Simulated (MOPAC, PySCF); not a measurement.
C$_{3}$H$_{9}$N, SMILES `CN(C)C`, neutral singlet in the gas phase. 

Z-matrix (Å, degrees):
```
N
C 1 1.4466
H 2 1.1017 1 110.20
H 2 1.1017 3 107.89 1 -120.36
H 2 1.1165 3 107.53 4 -115.72
C 1 1.4466 2 112.40 3 -175.49
H 6 1.1017 1 110.20 2 56.52
H 6 1.1017 7 107.89 1 -120.36
H 6 1.1165 7 107.53 8 -115.72
C 1 1.4466 2 112.40 3 56.53
H 10 1.1017 1 110.20 2 -56.52
H 10 1.1017 11 107.89 1 120.36
H 10 1.1165 11 107.53 12 115.72
```
Charge 0, spin multiplicity 1.

All levels are single points at this geometry (B3LYP-D3(BJ)/def2-SVP); Pople sets use spherical d functions. Orbital energies aren't observables, and empty levels follow the basis.

PBE-D3(BJ)/def2-TZVP in PySCF gives dipole (D) = 0.34.

Question: Estimate the dipole (D) from each of these levels: B3LYP-D3(BJ)/def2-TZVP in PySCF; B3LYP/3-21G in PySCF; B3LYP/6-311+G** in PySCF; SVWN5/6-31G* in PySCF; HF/STO-3G in PySCF; AM1 in MOPAC; PM3 in MOPAC; PM7 in MOPAC.

Answer: 
```
level                            dipole (D)
-------------------------------  ----------
B3LYP-D3(BJ)/def2-TZVP in PySCF        0.42
B3LYP/3-21G in PySCF                   0.61
B3LYP/6-311+G** in PySCF               0.50
SVWN5/6-31G* in PySCF                  0.44
HF/STO-3G in PySCF                     0.91
AM1 in MOPAC                           1.09
PM3 in MOPAC                           1.05
PM7 in MOPAC                           1.69
```
